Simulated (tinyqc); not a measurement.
Worked calculation: geometry optimisation on the RHF/sto-3g surface (energies and gradients from PySCF), for H3O+, spin multiplicity 1. Computed by tinyqc, a small Python program that keeps every step (integrals from PySCF). Settings: charge = 1, multiplicity = 1, basis = sto-3g, optimiser = bfgs, first Hessian = 0.15, largest step = 0.5, iteration cap = 30. Command: `OMP_NUM_THREADS=1 python tinyqc.py 22083 22084 out.jsonl` (the two numbers bound the seeds that draw the settings). One thread of a shared host (Intel(R) Xeon(R) Processor @ 2.60GHz), about 1 s of CPU time with the checks.

## Step 1: energy and gradient

positions at the start (bohr):
```
,x,y,z
1O,0.04724,0.01134,0.73132
2H,1.67619,0.10582,0.11716
3H,-0.83526,1.37005,0.01701
4H,-0.80124,-1.35493,-0.01134
```

Self-consistent energy and analytic gradient at these positions.

energy = -75.3080042 hartree

gradient (hartree/bohr):
```
,x,y,z
1O,0.0384551,-0.0025429,-0.0563442
2H,-0.1071099,0.0008785,0.0258940
3H,0.0391471,-0.0804031,0.0128815
4H,0.0295077,0.0820676,0.0175687
```

## Step 1: move

Quasi-Newton step p = -H^(-1) g (first H = 0.15 times the unit matrix); steps longer than 0.5 bohr are cut back (factor 0.414 here).

positions after step 1 (bohr):
```
,x,y,z
1O,-0.05879,0.01835,0.88669
2H,1.97153,0.10340,0.04576
3H,-0.94320,1.59175,-0.01851
4H,-0.88261,-1.58122,-0.05978
```

## Step 2: energy and gradient

As before.

energy = -75.2923115 hartree

gradient (hartree/bohr):
```
,x,y,z
1O,-0.0577331,-0.0022194,0.1308882
2H,0.1054955,0.0064768,-0.0541366
3H,-0.0225131,0.0448669,-0.0371043
4H,-0.0252493,-0.0491243,-0.0396474
```

## Step 2: move

inverse Hessian in use (bohr^2/hartree), lower triangle:
```
,1,2,3,4,5,6,7,8,9,10,11,12
1,6.30100
2,0.00059,6.66819
3,0.71669,-0.01283,5.35150
4,0.80237,0.01265,-1.67954,5.03382
5,0.02211,-0.00200,-0.02826,-0.06652,6.66787
6,-0.30586,0.00434,0.56997,0.70639,0.01353,6.42056
7,-0.23056,-0.00877,0.52199,0.42216,0.02574,-0.21596,6.57620
8,0.46818,0.01837,-1.06424,-0.85212,-0.05300,0.43994,0.18035,6.30745
9,-0.19191,0.00479,0.34179,0.46213,0.00582,-0.14920,-0.14790,0.30197,6.57913
10,-0.20614,-0.00447,0.44086,0.40833,0.01867,-0.18457,-0.10113,0.20359,-0.12232,6.56561
11,-0.49087,-0.01789,1.10533,0.90599,0.05380,-0.45781,-0.19733,0.39385,-0.31258,-0.21779,6.23691
12,-0.21892,0.00370,0.40341,0.51102,0.00892,-0.17466,-0.15813,0.32232,-0.10505,-0.13397,-0.33494,6.54296
```

Quasi-Newton step p = -H^(-1) g (the inverse Hessian comes from BFGS updates; coordinates in the order x, y, z of each atom); steps longer than 0.5 bohr are cut back.

positions after step 2 (bohr):
```
,x,y,z
1O,0.03852,0.03209,0.58942
2H,1.88530,0.07958,0.16228
3H,-0.96529,1.64171,0.07344
4H,-0.87159,-1.62109,0.02902
```

## Step 3: energy and gradient

As before.

energy = -75.3249778 hartree

gradient (hartree/bohr):
```
,x,y,z
1O,0.0424575,0.0033450,0.0258570
2H,0.0137371,-0.0006095,-0.0001213
3H,-0.0294165,0.0404715,-0.0119372
4H,-0.0267781,-0.0432071,-0.0137985
```

## Step 3: move

inverse Hessian in use (bohr^2/hartree), lower triangle:
```
,1,2,3,4,5,6,7,8,9,10,11,12
1,5.24793
2,-0.10548,6.65923
3,2.13774,0.05765,6.49697
4,1.30418,0.04575,-1.62101,4.97139
5,0.15578,0.00644,0.00311,-0.07936,6.66554
6,-0.97824,-0.03957,0.47351,0.78570,0.02948,6.32019
7,0.14037,0.03392,-0.20344,0.19139,-0.03689,0.09457,6.46205
8,-0.10172,-0.04022,-0.24532,-0.56857,0.02279,0.05972,0.37743,5.99985
9,-0.58081,-0.00986,-0.16735,0.39912,-0.01629,-0.05868,0.06499,0.07468,6.78451
10,-0.02582,0.02581,-0.31329,0.19971,-0.03954,0.09796,-0.12714,0.29286,0.11669,6.61992
11,0.05141,0.04122,0.18456,0.60219,-0.02810,-0.04963,-0.37447,0.68424,-0.04853,-0.27913,5.96931
12,-0.57870,-0.00822,-0.13646,0.43619,-0.01630,-0.06835,0.04388,0.11092,0.10819,0.09863,-0.08640,6.76328
```

Quasi-Newton step p = -H^(-1) g (the inverse Hessian comes from BFGS updates; coordinates in the order x, y, z of each atom); steps longer than 0.5 bohr are cut back (factor 0.932 here).

positions after step 3 (bohr):
```
,x,y,z
1O,-0.24186,0.01806,0.36854
2H,1.87499,0.07374,0.17963
3H,-0.82254,1.48022,0.17217
4H,-0.72365,-1.43974,0.13382
```

## Convergence

Stop when the largest gradient component is below 3e-5 hartree/bohr. The inverse Hessian follows the BFGS update with s = step, y = change of gradient.

Course of the optimisation:
```
step,E (hartree),largest gradient (hartree/bohr)
1,-75.3080042,1.07e-01
2,-75.2923115,1.31e-01
3,-75.3249778,4.32e-02
4,-75.2241112,3.90e-01
5,-75.3280674,5.18e-02
6,-75.2415243,4.00e-01
7,-75.3283766,3.11e-02
8,-75.3257180,7.94e-02
9,-75.3303011,1.35e-02
10,-75.3303372,8.67e-03
11,-75.3304323,2.00e-03
12,-75.3304382,6.72e-04
13,-75.3304393,1.85e-04
14,-75.3304394,1.45e-04
15,-75.3304395,3.10e-05
16,-75.3304395,3.49e-06
```

Final distances (angstrom):
```
pair,distance
2H-1O,0.99032
3H-1O,0.99031
3H-2H,1.65928
4H-1O,0.99031
4H-2H,1.65928
4H-3H,1.65928
```

Converged in 16 steps.
